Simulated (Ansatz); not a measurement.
`OC(F)F` + `[SiH3]`• → `[O]C(F)F`• + SiH₄ at 400 K and 1 bar (hydrogen abstraction from the O–H bond).

Gas-phase electronic energies from Ansatz, PBE0-D4/def2-TZVP geometries. CCSD(T)/CBS is the MP2 limit (def2-TZVPP, def2-QZVPP) plus CCSD(T) − MP2 in def2-TZVPP, frozen cores. This one scheme is used for every species. Open shells (•) are unrestricted, without spin–orbit coupling. Each species was taken in one conformer, which may not be the lowest.

```json
{"species": "`OC(F)F`", "CCSD(T)/CBS energy (Eh)": "-314.01610", "H − E (kJ/mol)": "117.8", "S (J/(mol·K))": "293.0"}
{"species": "`[SiH3]`•", "CCSD(T)/CBS energy (Eh)": "-290.80808", "H − E (kJ/mol)": "70.3", "S (J/(mol·K))": "229.7"}
{"species": "`[O]C(F)F`•", "CCSD(T)/CBS energy (Eh)": "-313.31831", "H − E (kJ/mol)": "79.6", "S (J/(mol·K))": "291.8"}
{"species": "SiH₄", "CCSD(T)/CBS energy (Eh)": "-291.46306", "H − E (kJ/mol)": "96.9", "S (J/(mol·K))": "218.6"}
```

H − E and S are ideal-gas, rigid-rotor, harmonic terms from PBE0-D4/def2-TZVP, for one conformer and one mirror image of each species, with the whole ground term of open shells counted as degenerate. 1 Eh = 2625.50 kJ/mol, R = 8.31446 J/(mol·K).

Question: By hand: ΔE, ΔH, ΔS and ΔG.

Answer: ΔE = (-313.31831) + (-291.46306) − (-314.01610) − (-290.80808) = 0.04281 Eh = 112.4 kJ/mol. Δ(H − E) = 79.6 + 96.9 − 117.8 − 70.3 = -11.6, so ΔH = 100.8 kJ/mol. ΔS = 291.8 + 218.6 − 293.0 − 229.7 = -12.3 J/(mol·K). ΔG = 100.8 − 400 × (-12.3)/1000 = 105.7 kJ/mol.

Question: By hand: the equilibrium constant, and the temperature at which ΔG would vanish if ΔH and ΔS stayed fixed.

Answer: log₁₀ K = −ΔG/(RT ln 10) = -13.8. ΔH and −TΔS have one sign here, so there is no such temperature.

The number of gas molecules stays the same, so ΔS is small and ΔH decides. A doubt of 5 kJ/mol in ΔE shifts log₁₀ K by 0.7 here. Other conformers and mirror images would add mixing entropy, several J/(mol·K) or more a flexible species. These are equilibria of isolated gas molecules and say nothing of rates. Largest T1 diagnostic: 0.016 (customary marks: 0.02 for closed shells, 0.045 for open ones).

ΔS is within the doubt of such terms, so its sign, and with it that verdict, could turn.
